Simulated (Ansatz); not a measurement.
Ansatz (a first-principles code) input (CCSD(T)/6-31G*):

Ansatz 0.2 input:
```yaml
crystal:
  periodic: [false, false, false]
  atoms:
    - {symbol: C, position_ang: [0.00151063, -0.00003421, 0.15677747]}
    - {symbol: C, position_ang: [-0.00745373, 1.47973661, -0.01482608]}
    - {symbol: C, position_ang: [1.28493407, -0.73353222, -0.02776186]}
    - {symbol: C, position_ang: [-1.27792029, -0.74619443, -0.00307020]}
    - {symbol: H, position_ang: [-0.01913589, 1.76636606, -1.08038075]}
    - {symbol: H, position_ang: [-0.89153056, 1.93489643, 0.43835820]}
    - {symbol: H, position_ang: [0.88065011, 1.94365219, 0.42128423]}
    - {symbol: H, position_ang: [1.52338880, -0.87527278, -1.09582020]}
    - {symbol: H, position_ang: [2.12764463, -0.19187872, 0.40880281]}
    - {symbol: H, position_ang: [1.24913342, -1.73108127, 0.41693185]}
    - {symbol: H, position_ang: [-1.53549656, -0.89038572, -1.06634955]}
    - {symbol: H, position_ang: [-1.22370432, -1.74329874, 0.44075626]}
    - {symbol: H, position_ang: [-2.11737378, -0.21285195, 0.44970118]}
basis:
  gaussian:
    orbitals: 6-31G*
magnetization: {spin_polarized: true, initial_magnetization: 1}
correlation: {method: ccsd_t, electrons: outside_noble_gas}
```

End of the output:

```
integrals: 0.11 GiB planned
868 factors; integrals over basis functions are off by at most 6.1e-4 eV
mean field: 0.22 GiB planned
mean field evaluation 1: about -4260.6130 eV, gradient 2.0e1 eV
mean field evaluation 2: about -4260.6131 eV, gradient 2.0e1 eV
mean field evaluation 4: about -4263.2603 eV, gradient 2.5e0 eV
mean field evaluation 8: about -4263.3209 eV, gradient 3.9e-2 eV
mean field evaluation 16: about -4263.2623 eV, gradient 2.5e0 eV
mean field -4263.32061479 eV, -156.6741428111 hartree, gradient 9.6e-7 eV, S^2 0.763944; 1 other end points of the search recorded, 0 dependent functions left out
4 core orbitals not correlated
reference -4263.32061479 eV, -156.6741428111 hartree; 13, 12 occupied and 61, 62 virtual orbitals, 868 factors
second order -13.67582972 eV of doubles, -0.00000000 eV of singles
coupled cluster: 0.46 GiB planned
cycle   1  -14.68442844 eV  change    -1.0e0 eV  update   8.1e-2
cycle   2  -15.13774552 eV  change   -4.5e-1 eV  update   2.5e-2
cycle   3  -15.20770805 eV  change   -7.0e-2 eV  update   9.7e-3
cycle   4  -15.20910894 eV  change   -1.4e-3 eV  update   3.3e-3
cycle   5  -15.20898886 eV  change    1.2e-4 eV  update   1.3e-3
cycle   6  -15.20901417 eV  change   -2.5e-5 eV  update   4.1e-4
cycle   7  -15.20900953 eV  change    4.6e-6 eV  update   1.3e-4
cycle   8  -15.20901392 eV  change   -4.4e-6 eV  update   4.7e-5
cycle   9  -15.20900824 eV  change    5.7e-6 eV  update   1.7e-5
perturbative correction -0.41769034 eV, -0.0153498368 hartree
Total energy: -4278.94731337 eV, -157.2484133916 hartree
```

It need not be the lowest isomer of its formula.
